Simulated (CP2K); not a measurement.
**GFN2-xTB run of CH4BO (SMILES [BH]OC)**

Aim: the vertical ionisation energy of CH4BO at GFN2-xTB, from 2 runs. 

The calculation is run with CP2K 2026.2.

1 further run of the same task is left out (set aside as unsound or not needed).

## Step 1: The molecule

The species is CH4BO (7 atoms), meant as a doublet with charge 0. SMILES: `[BH]OC`. The coordinates come from a PBE0-D4/def2-TZVP relaxation. This is one conformer, not always the lowest.

Bond lengths: B1–O2 1.320 Å, O2–C3 1.426 Å, B1–H4 1.207 Å, C3–H5 1.093 Å, C3–H6 1.090 Å, C3–H7 1.090 Å. Angles: B1–O2–C3 124.1°, O2–B1–H4 124.7°, O2–C3–H5 110.9°, O2–C3–H6 108.4°, O2–C3–H7 108.4°, H5–C3–H6 109.9°, H5–C3–H7 109.9°, H6–C3–H7 109.2°.

## Step 2: A single-point energy at GFN2-xTB

Contents of molecule.xyz:

```xyz
7

B     -1.319600    -1.025700    -0.172900
O     -0.272400    -0.707100     0.564500
C      0.642200     0.338600     0.243900
H     -1.628500    -0.474200    -1.201600
H      0.357800     0.834000    -0.687600
H      0.643000     1.059300     1.062300
H      1.638900    -0.092800     0.145600
```

Contents of mol.inp:

```
&GLOBAL
  PROJECT mol
  RUN_TYPE ENERGY
  PRINT_LEVEL MEDIUM
&END GLOBAL
&FORCE_EVAL
  METHOD QS
  &DFT
    MULTIPLICITY 2
    UKS T
    &QS
      METHOD XTB
      EPS_DEFAULT 1.0E-10
      &XTB
        GFN_TYPE TBLITE
        &TBLITE
          METHOD GFN2
        &END TBLITE
        CHECK_ATOMIC_CHARGES F
      &END XTB
    &END QS
    # no periodic images
    &POISSON
      PERIODIC NONE
      POISSON_SOLVER ANALYTIC
    &END POISSON
    # SCF settings
    &SCF
      SCF_GUESS ATOMIC
      EPS_SCF 1.0E-06
      MAX_SCF 150
      ADDED_MOS 8
      &DIAGONALIZATION
        ALGORITHM STANDARD
      &END DIAGONALIZATION
      &MIXING
        METHOD DIRECT_P_MIXING
        ALPHA 0.4
      &END MIXING
      &SMEAR ON
        METHOD FERMI_DIRAC
        ELECTRONIC_TEMPERATURE [K] 300
        FIXED_MAGNETIC_MOMENT 1.0
      &END SMEAR
    &END SCF
    &PRINT
      &MOMENTS
        PERIODIC F
        REFERENCE COM
        MAX_MOMENT 1
      &END MOMENTS
      &MO ON
        ENERGIES T
        OCCUPATION_NUMBERS T
        NDIGITS 6
        &EACH
          QS_SCF 0
        &END EACH
        ADD_LAST NUMERIC
      &END MO
      &HIRSHFELD OFF
      &END HIRSHFELD
    &END PRINT
  &END DFT
  &SUBSYS
    # box in angstrom
    &CELL
      ABC 15.3 14.1 14.3
      PERIODIC NONE
    &END CELL
    &TOPOLOGY
      COORD_FILE_NAME molecule.xyz
      COORD_FILE_FORMAT XYZ
      &CENTER_COORDINATES
      &END CENTER_COORDINATES
    &END TOPOLOGY
  &END SUBSYS
&END FORCE_EVAL
```

The run is started by

```sh
OMP_NUM_THREADS=1 cp2k.psmp -i mol.inp -o mol.out
```

Output:

```text
CP2K| version string:                                       CP2K version 2026.2
[...]
 GLOBAL| Method name                                                        CP2K
[...]
 GLOBAL| Run type                                                         ENERGY
[...]
                             - Atoms:                                          7
[...]
                             - Spherical basis functions:                     16
[...]
 Number of electrons:                                                          9
[...]
  *** SCF run converged in    14 steps ***
[...]
  Fermi energy:                                                -0.26074434151999
[...]
 TB_DIPOLE| Moment [Debye]          0.52516360       0.49359445      -0.04989370
 TB_DIPOLE| Derivative [a.u.]       0.00000000       0.00000000       0.00000000
[...]
 ENERGY| Total FORCE_EVAL ( QS ) energy [hartree]             -9.425163533376949
[...]
```

It took 0.28 s on 1 thread of Arm Neoverse V1, shared host.

## Step 3: The singlet cation

molecule.xyz is that of step 2.

Changes to mol.inp since step 2:

```diff
@@ -1,11 +1,5 @@
-&GLOBAL
-  PROJECT mol
-  RUN_TYPE ENERGY
-  PRINT_LEVEL MEDIUM
-&END GLOBAL
 &FORCE_EVAL
-  METHOD QS
+  METHOD Quickstep
   &DFT
-    MULTIPLICITY 2
-    UKS T
+    CHARGE 1
     &QS
@@ -21,3 +15,2 @@
     &END QS
-    # no periodic images
     &POISSON
@@ -26,3 +19,2 @@
     &END POISSON
-    # SCF settings
     &SCF
@@ -39,7 +31,2 @@
       &END MIXING
-      &SMEAR ON
-        METHOD FERMI_DIRAC
-        ELECTRONIC_TEMPERATURE [K] 300
-        FIXED_MAGNETIC_MOMENT 1.0
-      &END SMEAR
     &END SCF
@@ -65,3 +52,2 @@
   &SUBSYS
-    # box in angstrom
     &CELL
@@ -78 +64,7 @@
 &END FORCE_EVAL
+
+&GLOBAL
+  PROJECT mol
+  RUN_TYPE ENERGY
+  PRINT_LEVEL MEDIUM
+&END GLOBAL
```

The run is started by

```sh
OMP_NUM_THREADS=1 cp2k.psmp -i mol.inp > mol.out 2>&1
```

Output:

```text
CP2K| version string:                                       CP2K version 2026.2
[...]
 GLOBAL| Method name                                                        CP2K
[...]
 GLOBAL| Run type                                                         ENERGY
[...]
                             - Atoms:                                          7
[...]
                             - Spherical basis functions:                     16
[...]
 Number of electrons:                                                         16
[...]
  *** SCF run converged in    18 steps ***
[...]
  Fermi energy:                                                -0.63920580435009
[...]
 TB_DIPOLE| Moment [Debye]         -0.98585056       0.65762769      -1.89771797
 TB_DIPOLE| Derivative [a.u.]       0.00000000       0.00000000       0.00000000
[...]
 ENERGY| Total FORCE_EVAL ( QS ) energy [hartree]             -8.974692213726680
[...]
```

Wall time 0.28 s (1 thread of Arm Neoverse V1, shared host).

## Step 4: What came out

At GFN2-xTB:

```
                                                quantity         value
                             doublet CH4BO: total energy   -9.42516 Eh
doublet CH4BO: dipole moment (from atomic charges alone)        0.72 D
       doublet CH4BO: HOMO energy (highest over α and β)      -7.96 eV
        doublet CH4BO: LUMO energy (lowest over α and β)      -6.95 eV
                        doublet CH4BO: dispersion energy  -6.08 kJ/mol
                            singlet cation: total energy   -8.97469 Eh
                             singlet cation: HOMO energy     -18.97 eV
                             singlet cation: LUMO energy     -16.50 eV
                           singlet cation: HOMO–LUMO gap       2.47 eV
                       singlet cation: dispersion energy  -4.17 kJ/mol
      vertical ionisation energy (to the singlet cation)     12.258 eV
```

What this shows: The vertical ionisation energy comes to 12.26 eV (1183 kJ/mol). Only the singlet of the ionised species was computed; a triplet could lie lower. xTB total energies overstate such differences by several eV unless an empirical shift is taken off; none is applied here. The dipole (doublet CH4BO) comes from point charges on the atoms alone, without atomic dipoles, so it is partial.
